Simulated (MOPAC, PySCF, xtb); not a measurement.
Bond stretch in H2, singlet.

- PM3, restricted, heats of formation (MOPAC)
- GFN1-xTB (xtb)
- AM1, restricted, heats of formation (MOPAC)
- RMP2/3-21G = restricted MP2 (frozen core)/3-21G run with PySCF

Energies are in kcal/mol, each relative to the lowest point of its own curve near equilibrium.

```
R / Å    PM3  GFN1-xTB    AM1  RMP2/3-21G
-----  -----  --------  -----  ----------
0.56     9.9      37.2    6.2         [?]
0.60     4.8       [?]    [?]        12.2
0.63     2.2      13.3    0.8         7.0
0.66     0.7       7.5    0.0         3.5
0.70     0.0       2.6    0.1         0.8
0.73     0.4       0.7    1.0         0.0
0.75     1.0       0.1    1.9         0.0
0.77     2.0       0.0    3.0         0.3
0.79     3.2       0.3    4.4         [?]
0.83     6.2       1.9    7.7         2.9
0.86     9.0       3.7   10.6         4.9
0.93    17.0       9.1   18.6        10.8
1.02    29.3      17.1   30.4        20.1
1.11    42.6      25.6   43.1        30.4
1.23    60.4      37.4   60.2        44.3
1.34    75.7       [?]   75.3        56.8
1.51    97.4      63.8   96.9        75.0
1.64   113.2      75.0  111.9        87.6
1.81   133.3      88.2  129.6       102.1
2.03   156.5       [?]  149.1       117.4
2.25   175.4     114.4  164.9       128.8
2.59   198.2     127.6  183.2       139.0
2.96   216.2     136.5  196.7       141.0
```

Task: What belongs in the gaps?

Result: 
- 0.56, RMP2/3-21G: 22.3
- 0.60, GFN1-xTB: 21.5
- 0.60, AM1: 2.5
- 0.79, RMP2/3-21G: 0.9
- 1.34, GFN1-xTB: 48.1
- 2.03, GFN1-xTB: 102.7

The restricted form behind PM3, AM1, RMP2/3-21G keeps the bonding electrons paired and can't separate into open-shell fragments.
